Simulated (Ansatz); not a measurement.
How the Voigt–Reuss–Hill bulk modulus of hcp Hf moves with the method

No measured value is used here.

```json
[
 {"level (code)": "LDA (Ansatz)", "value (GPa)": "120", "cell (Å³/atom)": "20.83"},
 {"level (code)": "PBE (Ansatz)", "value (GPa)": "107", "cell (Å³/atom)": "22.53"},
 {"level (code)": "PBEsol (Ansatz)", "value (GPa)": "114", "cell (Å³/atom)": "21.61"},
 {"level (code)": "HSE06 (Ansatz)", "value (GPa)": "111", "cell (Å³/atom)": "22.77"}
]
```

Density-functional levels without +SOC have no spin–orbit coupling. HSE06: hybrids on metals are sensitive to the k mesh. HSE06: the run warned that the count of filled bands differs between k points. Each level is taken at its own relaxed cell. K meshes differ between the levels. Ansatz's density-functional and Hartree–Fock values are scalar-relativistic unless marked +SOC, with PAW data made under PBE.

Ansatz is a first-principles code.
